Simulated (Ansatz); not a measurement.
A run for Ansatz (a first-principles code): U-BHLYP/def2-TZVPPD on CH3 (SMILES [CH3]), 2S+1 = 2. Files ending in .json are basis or fitting sets from the Basis Set Exchange.

Ansatz 0.2 input:
```yaml
crystal:
  periodic: [false, false, false]
  atoms:
    - {symbol: C, position_ang: [0.00000000, 0.00000000, -0.00000000]}
    - {symbol: H, position_ang: [0.00000000, 0.00000000, 1.07731727]}
    - {symbol: H, position_ang: [-0.00000000, 0.93298412, -0.53865863]}
    - {symbol: H, position_ang: [0.00000000, -0.93298412, -0.53865863]}
basis:
  gaussian:
    orbitals: def2-TZVPPD.json
hamiltonian:
  xc: {name: BHLYP}
magnetization: {spin_polarized: true, initial_magnetization: 1}
```

It printed:

```
WARN ansatz: RAYON_NUM_THREADS=2 ignored (pool sized by the plan → 2); use --threads N
Functional definition: BHLYP
integrals: 0.01 GiB planned
406 factors; their error is unknown
mean field: 0.20 GiB planned
mean field evaluation 1: about -1082.2271 eV, gradient 1.9e1 eV
mean field evaluation 2: about -1083.0458 eV, gradient 1.3e1 eV
mean field evaluation 4: about -1083.8317 eV, gradient 1.3e-1 eV
mean field evaluation 8: about -1083.8304 eV, gradient 2.5e-2 eV
mean field -1083.83040824 eV, -39.8300328563 hartree, gradient 4.8e-6 eV, S^2 0.754753; 0 other end points of the search recorded, 0 dependent functions left out
reference -1083.83052432 eV, -39.8300371222 hartree; 5, 4 occupied and 83, 84 virtual orbitals, 406 factors
Total energy: -1083.83052432 eV, -39.8300371222 hartree
```

The calculation finished and met its thresholds.

Cost: roughly 0.8 core-seconds.
